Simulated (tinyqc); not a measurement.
Inside a calculation. Method: UHF in the sto-3g basis, for BH, spin multiplicity 3. One step of it, computed by the program tinyqc.

Problem. Iteration 2: diagonalisation and new density. Diagonalise F' = X^T F X, C = X C', fill 4 alpha and 2 beta electrons from the bottom; D(s) = C_occ C_occ^T; the new density keeps 0.7 of the old one (damping). Each column has its largest component positive (the first on a tie).

F(alpha) (hartree), lower triangle:
```
            1B 1s      1B 2s     1B 2px     1B 2py     1B 2pz      2H 1s
1B 1s   -8.537312
1B 2s   -2.276281  -1.168686
1B 2px   0.135327   0.052035  -0.131413
1B 2py   0.024329   0.024111   0.092895  -0.358089
1B 2pz  -0.105697   0.036743  -0.114253   0.048892  -0.133046
2H 1s   -0.313083  -0.384295  -0.047512  -0.010838  -0.278617  -0.320583
```

F(beta) (hartree), lower triangle:
```
            1B 1s      1B 2s     1B 2px     1B 2py     1B 2pz      2H 1s
1B 1s   -7.255254
1B 2s   -2.229135  -0.962565
1B 2px   0.111365   0.063284   0.052683
1B 2py   0.043119   0.019853  -0.066337   0.043668
1B 2pz   0.012440  -0.040057   0.004062  -0.043616   0.106516
2H 1s   -0.328575  -0.322016   0.041276  -0.077618  -0.167778  -0.092519
```

X:
```
                1          2         3          4          5         6
1B 1s    0.336459   0.758637  0.000000   0.000000   0.578681  0.243902
1B 2s   -0.778463  -0.527877  0.000000   0.000000   0.411237  0.433603
1B 2px   0.000000   0.000000  0.351763   0.936089   0.000000  0.000000
1B 2py   0.000000   0.000000  0.936089  -0.351763   0.000000  0.000000
1B 2pz  -0.686770   0.555932  0.000000   0.000000  -0.532248  0.355908
2H 1s    0.960796  -0.295989  0.000000   0.000000  -0.249898  0.520306
```

D(alpha) after iteration 1, lower triangle:
```
            1B 1s      1B 2s     1B 2px     1B 2py    1B 2pz     2H 1s
1B 1s    0.972908
1B 2s   -0.316881   0.785611
1B 2px  -0.160061  -0.258703   0.427123
1B 2py  -0.009468  -0.200182  -0.174396   0.898102
1B 2pz   0.198504  -0.254831   0.196104  -0.140299  0.250328
2H 1s    0.009892  -0.072661   0.135679   0.157389  0.016222  0.872072
```

D(beta) after iteration 1, lower triangle:
```
            1B 1s      1B 2s     1B 2px     1B 2py     1B 2pz     2H 1s
1B 1s    0.420462
1B 2s    0.042195   0.513559
1B 2px  -0.128283  -0.232876   0.199151
1B 2py  -0.032420  -0.226337   0.112435   0.278050
1B 2pz  -0.044865  -0.011283   0.043018  -0.018920   0.019983
2H 1s    0.106351  -0.054781  -0.077556   0.318131  -0.088175  0.641773
```

overlap S, lower triangle:
```
           1B 1s     1B 2s    1B 2px    1B 2py    1B 2pz     2H 1s
1B 1s   1.000000
1B 2s   0.269328  1.000000
1B 2px  0.000000  0.000000  1.000000
1B 2py  0.000000  0.000000  0.000000  1.000000
1B 2pz  0.000000  0.000000  0.000000  0.000000  1.000000
2H 1s   0.033681  0.332643  0.000000  0.000000  0.376668  1.000000
```

Give: F' = X^T F X; orbital energies; coefficients C; F' = X^T F X; orbital energies; coefficients C; D(alpha) after iteration 2; D(beta) after iteration 2.

Solution.

F' = X^T F X (alpha) (hartree), lower triangle:
```
        1       2       3       4       5       6
1  -0.013
2  -1.032  -3.484
3  -0.038   0.043  -0.269
4   0.055   0.011   0.145  -0.221
5  -0.763  -3.362   0.061   0.161  -4.053
6  -0.478  -1.783   0.023  -0.019  -2.171  -1.676
```

orbital energies (alpha) (hartree): MO1 -8.541, MO2 -0.641, MO3 -0.435, MO4 -0.336, MO5 -0.064, MO6 0.302

coefficients C (alpha):
```
           MO1     MO2     MO3     MO4     MO5     MO6
1B 1s    1.001  -0.255  -0.030   0.051  -0.020  -0.113
1B 2s   -0.003   0.928   0.152  -0.274   0.177   0.501
1B 2px  -0.016  -0.024  -0.426   0.078   0.895  -0.101
1B 2py  -0.003  -0.022   0.699   0.650   0.285   0.083
1B 2pz   0.013  -0.105  -0.411   0.376  -0.126   0.924
2H 1s   -0.001   0.246  -0.283   0.550  -0.279  -0.907
```

F' = X^T F X (beta) (hartree), lower triangle:
```
        1       2       3      4       5       6
1   0.170
2  -0.792  -2.497
3  -0.034   0.034   0.001
4   0.040   0.031  -0.047  0.095
5  -0.648  -2.938   0.098  0.046  -3.502
6  -0.358  -1.537  -0.007  0.086  -2.034  -1.397
```

orbital energies (beta) (hartree): MO1 -7.269, MO2 -0.356, MO3 -0.078, MO4 0.020, MO5 0.136, MO6 0.416

coefficients C (beta):
```
           MO1     MO2     MO3     MO4     MO5     MO6
1B 1s    0.987  -0.273   0.131  -0.085  -0.026   0.092
1B 2s    0.043   0.826  -0.468   0.366   0.084  -0.443
1B 2px  -0.015  -0.081   0.266   0.747  -0.600   0.069
1B 2py  -0.006   0.055   0.610   0.357   0.695  -0.115
1B 2pz  -0.001   0.110   0.379  -0.308  -0.334  -0.910
2H 1s   -0.001   0.353   0.466  -0.312  -0.121   0.943
```

D(alpha) after iteration 2, lower triangle:
```
         1B 1s   1B 2s  1B 2px  1B 2py  1B 2pz  2H 1s
1B 1s    1.002
1B 2s   -0.299   0.838
1B 2px  -0.110  -0.214   0.355
1B 2py  -0.002  -0.168  -0.196   0.902
1B 2pz   0.160  -0.257   0.199  -0.110   0.272
2H 1s   -0.001  -0.040   0.142   0.157   0.100  0.743
```

D(beta) after iteration 2, lower triangle:
```
         1B 1s   1B 2s  1B 2px  1B 2py  1B 2pz  2H 1s
1B 1s    0.609
1B 2s   -0.025   0.565
1B 2px  -0.088  -0.183   0.141
1B 2py  -0.029  -0.145   0.077   0.196
1B 2pz  -0.041   0.019   0.027  -0.011   0.018
2H 1s    0.045   0.049  -0.063   0.229  -0.050  0.487
```
